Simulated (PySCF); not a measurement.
**Working out the ionisation energy of N**

N [He] 2s2 2p3 (4S) → N⁺ [He] 2s2 2p2 (3P). All numbers are calculated (PySCF 2.14, the spin-free X2C one-electron Hamiltonian (Gaussian nucleus), in aug-cc-pVQZ-DK). Frozen: 1s2. Energies in hartree (1 hartree = 27.21139 eV):

| part | N (lower) | N⁺ (upper) |
| --- | --- | --- |
| UHF | -54.433065 | -53.922739 |
| MP2 opposite-spin | -0.073259 | -0.063999 |
| MP2 same-spin | -0.031412 | -0.013997 |

Problem. What does Hartree-Fock give?

Solution. (-53.922739) − (-54.433065) = 0.510326 hartree = 13.887 eV.

Problem. What do MP2 and SCS-MP2 (6/5 opposite-spin, 1/3 same-spin) give?

Solution. The opposite-spin parts differ by 0.252 eV and the same-spin parts by 0.474 eV. MP2: 13.887 + (0.252) + (0.474) = 14.613 eV. SCS-MP2: 13.887 + 1.2 × (0.252) + (0.474)/3 = 14.347 eV.

Measured between the centres of the two terms (NIST): 14.545 eV, so MP2 (valence) is off by 0.068 eV.

What remains against the reference includes basis incompleteness, the frozen core and correlation beyond second order.
